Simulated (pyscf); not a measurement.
`[CH3][Zn]` [doublet] + `[CH3][NH2]` → `[CH4]` + `[CH3][NH][Zn]` [doublet], a four-centre exchange (doublet surface; C–Zn, H–N broken, C–H, N–Zn formed). Optimised with ωB97X-D3(BJ)/def2-SVP in PySCF. Energies in kJ/mol from the separated reactants.

Small-basis levels: PySCF, no dispersion term, spherical d functions. Open shells are spin-unrestricted. 

### Question
In single points HF/6-31G*+LANL2DZ puts the saddle at 159.1 kJ/mol and the reaction energy at -32.9 kJ/mol. Should these be trusted to within a few kcal/mol? Compare with ωB97M-D3(BJ)/def2-TZVP.

### Answer
ωB97M-D3(BJ)/def2-TZVP gives ΔE‡ = 106.1 kJ/mol and ΔE = -21.2 kJ/mol. HF/6-31G*+LANL2DZ lies 52.9 kJ/mol over it in the barrier and 11.7 kJ/mol under it in the reaction energy, so on this step it does not hold to within 12.6 kJ/mol. ωB97M-D3(BJ)/def2-TZVP has limits of its own. On the reactant side the descent ends in an adduct with a N–Zn contact, 45.4 kJ/mol under the separated species and 147.2 kJ/mol under the saddle at ωB97X-D3(BJ)/def2-TZVP. What is counted as formed (N–Zn) is already present as a longer contact in the reactant adduct; forming that adduct is a step of its own. This is the saddle that the search found; another between the same sides may lie lower. In the def2 sets elements up to Kr have no core potential.
